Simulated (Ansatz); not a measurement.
# BSiH₂ (doublet): from Hartree-Fock to the top rungs at distance Si1–B2 = 1.532 Å, 6-31G

How much of the correlation energy of BSiH₂ (doublet) does each wave-function method recover here?

The runs use Ansatz 0.2.0, Gaussian basis; 6-31G, core rule «outside noble gas», up to 6 orbitals frozen.

To be run: UHF; CCSD(T) on ROHF; CCSD(T) on UHF; BCCD(T) on ROHF; CISD; CCSDT(Q) on ROHF; CCSDT(Q) on UHF; CCSDTQ on ROHF; CCSDTQ on UHF; CASSCF and MRCISD+Q, 3 electrons in 3 orbitals; CASSCF and NEVPT2, 3 electrons in 3 orbitals; CASSCF and MRCISD+Q, 9 electrons in 10 orbitals; CASSCF and NEVPT2, 9 electrons in 10 orbitals; Full CI.

## 1. What is computed

The geometry derives from a PBE0/def2-TZVP stationary point (not a proven minimum). One bond is set to the value named and the two fragments are kept rigid.

4 atoms, charge 0, spin multiplicity 2.

Atoms are counted from 1 here; the program's logs count them from 0.

Bond lengths: Si1–B2 1.532 Å, Si1–H3 1.501 Å, Si1–H4 1.501 Å. Angles: B2–Si1–H3 102.8°, B2–Si1–H4 102.8°, H3–Si1–H4 107.0°.

## 2. UHF

Input file in.yaml:

```yaml
crystal:
  periodic: [false, false, false]
  atoms:
    - {symbol: Si, position_ang: [-0.075104, 0.000000, 0.383252]}
    - {symbol: B, position_ang: [0.060915, -0.000001, -1.142697]}
    - {symbol: H, position_ang: [0.719671, -1.206838, 0.788670]}
    - {symbol: H, position_ang: [0.719672, 1.206839, 0.788668]}
basis:
  gaussian: {orbitals: 6-31G}
magnetization: {spin_polarized: true, initial_magnetization: 1}
hamiltonian: {xc: hf}
output: {orbitals: {seedname: orbitals}}
```

Run with:

```console
$ ansatz run in.yaml --threads 1 --pin off --events-out ev --progress --plain --max-ram 2816MiB --backend cpu
```

The runs that follow: CCSD(T) on ROHF; CCSD(T) on UHF; BCCD(T) on ROHF; CISD; CCSDT(Q) on ROHF; CCSDT(Q) on UHF; CCSDTQ on ROHF; CCSDTQ on UHF; CASSCF and MRCISD+Q, 3 electrons in 3 orbitals; CASSCF and NEVPT2, 3 electrons in 3 orbitals; CASSCF and MRCISD+Q, 9 electrons in 10 orbitals; CASSCF and NEVPT2, 9 electrons in 10 orbitals; Full CI.

**Question.** What will the summary of the whole plan be? Wanted: FCI below the RHF energy; RMP2 from FCI; UMP2 from FCI; RCCSD from FCI; RCCSD(T) from FCI; UCCSD(T) from FCI; RCCSDT(Q) from FCI; UCCSDT(Q) from FCI; NEVPT2 pair from FCI.

The runs gave:

| quantity | value |
| --- | --- |
| FCI below the RHF energy | -3.6083 eV |
| RMP2 from FCI | +23.43 kcal/mol |
| UMP2 from FCI | +27.70 kcal/mol |
| RCCSD from FCI | +3.46 kcal/mol |
| RCCSD(T) from FCI | +0.81 kcal/mol |
| UCCSD(T) from FCI | +1.05 kcal/mol |
| RCCSDT(Q) from FCI | +0.02 kcal/mol |
| UCCSDT(Q) from FCI | -0.05 kcal/mol |
| NEVPT2 pair from FCI | +18.78 kcal/mol |
| NEVPT2 valence from FCI | +5.92 kcal/mol |
| MRCISD+Q valence from FCI | +0.32 kcal/mol |
| levels within 1 kcal/mol (43 meV) | RCCSD(T), BCCD(T), RCCSDT, UCCSDT, RCCSDT(Q), UCCSDT(Q), RCCSDTQ, UCCSDTQ, MRCISD valence, MRCISD+Q valence |
| T1 diagnostic | 0.034 |
| effectively unpaired electrons | 1.16 |

In words: RCCSD(T) misses by +0.81 kcal/mol, 1.0 % of the correlation energy. UCCSDT(Q) falls below full CI: unrestricted runs freeze a spin-polarised core, another one than full CI's, and coupled cluster isn't variational. One determinant dominates. Of the multireference levels listed MRCISD+Q valence comes nearest in total energy (+0.32 kcal/mol), which doesn't show that its space is the better one. These misses are within one basis, not against nature; the frozen cores of restricted and unrestricted runs differ, which can shift their rows.
